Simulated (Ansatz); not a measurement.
Relative stability

Two isomers of AlSi$_{2}$H$_{5}$, closed shell, relaxed at PBE0-D4/def2-TZVP (vibrations not checked).

A:

```csv
atom,x (Å),y (Å),z (Å)
Al1,-1.5950,1.0114,-0.5720
Si2,0.5964,0.7396,0.3258
Si3,1.1985,-1.3245,0.4231
H4,-2.4364,-0.3246,-0.7124
H5,-2.1806,2.4241,-0.9888
H6,1.6838,1.7326,0.5218
H7,2.5323,-1.8594,0.7921
H8,0.2011,-2.3992,0.2104
```

B:

```csv
atom,x (Å),y (Å),z (Å)
Al1,-1.3124,-0.0172,-0.9151
Si2,0.4330,1.1720,0.2419
Si3,0.3941,-1.1613,0.3392
H4,-2.6090,-0.0348,-1.8268
H5,1.5984,2.0697,0.0086
H6,-0.3464,1.6491,1.4291
H7,1.2479,-1.6331,-0.7985
H8,0.5943,-2.0444,1.5217
```

Computed with Ansatz 0.2.0 (basis: def2-TZVPP); correlated methods freeze the cores. B3LYP uses VWN-RPA correlation.

Task: Which structure is lower at CCSD(T), and by how much? (An estimate is asked for; the value comes from the calculation.)

Result: Computed: B, by 2.20 kcal/mol (electronic energy, against the other). By their contacts, A is AlSi₂H₅ ([AlH2][SiH][SiH2]) and B is AlSi₂H₅ ([AlH]1[SiH2][SiH2]1).

All methods give the same order:

```csv
method,E(B) − E(A) (kcal/mol)
PBE-D4,-5.17
r2SCAN-D4,-5.21
PBE0-D4,-6.37
B3LYP-D4,-1.04
wB97M-V,-4.61
HF,-1.70
MP2,-2.79
CCSD,-2.72
CCSD(T),-2.20
```

No T1 diagnostic of these runs exceeds 0.016. The restricted Hartree–Fock reference is unstable towards an unrestricted one at one or more of these structures.

Labels in which every atom is bracketed show which atoms are joined, not bond orders.
